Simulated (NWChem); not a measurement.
# C2HO (ethynyloxy radical): a line through the functionals

The species is C2HO (4 atoms), meant as a doublet with charge 0. As SMILES, `C#C[O]`. Geometry: relaxed at PBE0-D4/def2-TZVP.

The dipole moment y, in D, basis cc-pVTZ; a is the functional's share of exact exchange. Programs: NWChem 7.3.0.

| functional | program | a | y (D) |
| --- | --- | --- | --- |
| U-revPBE | NWChem | 0 | 1.49 |
| U-r2SCAN | NWChem | 0 | 1.58 |
| UB3LYP | NWChem | 0.2 | ? |
| UPBE0 | NWChem | 0.25 | 1.65 |
| UBHLYP | NWChem | 0.5 | 1.78 |

Task: Fit y = c + s·a to the known rows and predict UB3LYP.

Result: 
1. Means of the 4 rows: a = 0.1875, y = 1.625.
2. Σ(Δa)² = 0.17188, Σ(Δa·Δy) = 0.08375, so the slope is 0.08375/0.17188 = 0.48726.
3. Intercept: 1.625 − (0.48726) × 0.1875 = 1.534. The largest residual of the fit is 0.046.
4. UB3LYP: 1.534 + (0.48726) × 0.2 = 1.63 D.

The run gave 1.65 D, so the prediction is off by -0.02 D, within the scatter of the fit. More exact exchange makes the molecule more polar here. The rows mix families of semi-local functionals, which the line can't see.
